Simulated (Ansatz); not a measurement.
System: C4H8, charge 0, singlet. C4H8 (cyclobutane, SMILES C1CCC1).
B3LYP-D3(BJ)/def2-TZVP minimum from Ansatz (a quantum-chemistry and plane-wave program):
```
C
H 1 1.0899
H 1 1.0911 2 108.56
C 1 1.5494 2 117.79 3 127.92
H 4 1.0899 1 117.79 2 -99.90
H 4 1.0911 5 108.56 1 -127.92
C 1 1.5494 2 117.79 3 -127.92
H 7 1.0899 1 117.79 2 99.90
H 7 1.0911 8 108.56 1 127.92
C 7 1.5494 8 117.79 9 127.92
H 10 1.0899 7 117.79 8 -99.90
H 10 1.0911 11 108.56 4 127.92
```

Total energies in cc-pVDZ, 24 correlated electrons, 4 frozen orbitals. Open shells are spin-unrestricted; no spin-orbit coupling. Correlated methods leave the cores frozen. No relativity.

```
method    program  energy (Eh)  minus CCSDT(Q) (mEh)
--------  -------  -----------  --------------------
HF         Ansatz   -156.10740                641.61
MP2        Ansatz   -156.67563                 73.37
CCSD       Ansatz   -156.72795                 21.05
CCSD(T)    Ansatz   -156.74706                  1.94
CCSDT(Q)   Ansatz   -156.74900                  0.00
```

Rough core times of Ansatz's runs on a shared machine: CCSD(T) under 20 s, CCSDT(Q) 20 min.
